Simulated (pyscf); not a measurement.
Optimised with ωB97X-D3(BJ)/def2-SVP in PySCF.

**Question.** For the elementary gas-phase step O=Ti(Cl)–Cl + ammonia (NH₃) → H₂N–Ti(OH)(Cl)–Cl (singlet surface; H–N broken, H–O, N–Ti formed), what barrier and reaction energy does ωB97M-D3(BJ)/def2-TZVP give, measured from the separated reactants?

**Answer.** ΔE‡ = -0.31 eV, ΔE = -1.64 eV. Zero-point energy shifts the barrier by -0.04 eV. It is an addition across a multiple bond or ene-type step, with an imaginary mode of 1638i cm⁻¹. On the reactant side the descent ends in an adduct with a N–Ti contact, 2.02 eV under the separated species and 1.62 eV under the saddle at ωB97X-D3(BJ)/def2-TZVP. On the product side the descent ends in a point that may be a rotor saddle (no frequency run), 0.09 eV over the lowest minimum found and 1.24 eV under the saddle at ωB97X-D3(BJ)/def2-TZVP. At ωB97M-D3(BJ) the saddle lies under the separated reactants, which points to a path from their complex (located at ωB97X-D3(BJ) alone). What is counted as formed (N–Ti) is already present as a longer contact in the reactant adduct; forming that adduct is a step of its own. At the saddle there is also a short H–Ti contact that neither side keeps. One saddle was located; it need not be the lowest between these sides.
